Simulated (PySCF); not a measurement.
# How far each method lies from RCCSDT(Q) for H2C–GaH2⁺, singlet

Geometry: that of the H2C–GaH2, doublet, kept fixed.

```xyz
6

C     0.0000    0.0000    1.6241
Ga    0.0000    0.0000   -0.3128
H     0.0000    0.9088    2.2212
H     0.0000   -0.9088    2.2212
H     0.0000    1.3677   -1.0800
H     0.0000   -1.3677   -1.0800
```

Basis cc-pVDZ; PySCF 2.14.0. Correlated methods freeze the noble-gas cores and the filled d shells of p-block atoms, which leaves 10 electrons in 46 orbitals. Prefix R: restricted or restricted open-shell reference. No spin–orbit coupling is included, and no scalar relativity.

Full CI isn't at hand for all of this; RCCSDT(Q) serves as the reference, and is uncertain by the last step of the cluster series or more.

- T1 diagnostic (ROHF- or RHF-based CCSD): 0.0075
- largest doubles amplitude (ROHF- or RHF-based CCSD): 0.049

| level | E − E(RHF) (eV) |
| --- | --- |
| RMP2 | -4.3498 |
| RCCSD | -5.4091 |
| RCCSD(T) | -5.5027 |

Task: Estimate how far RCCSDT(Q) in cc-pVDZ lies from RCCSD(T). The table doesn't fix it; the size of (T) and the diagnostics are the guide.

Result: RCCSDT(Q) in cc-pVDZ lies 2.4 kJ/mol below RCCSD(T), which is 26 % of the (T) step (-9.0 kJ/mol). The diagnostics give no warning, yet the rest is a sizeable part of (T).

The other levels:

```tsv
level	E − E(RCCSDT(Q)) (kJ/mol)	share of correlation (%)	wall time
RCCSDT	0.4	99.93	–
```

The correlation energy at RCCSDT(Q), counted from RHF, is -5.527 eV. That run took 3.8 min on 1 thread of Arm Neoverse V1, shared host.

Times are those of the correlated step on a shared host, with one SCF added for the restricted CCSD run; they ran on 1 thread of Arm Neoverse V1.
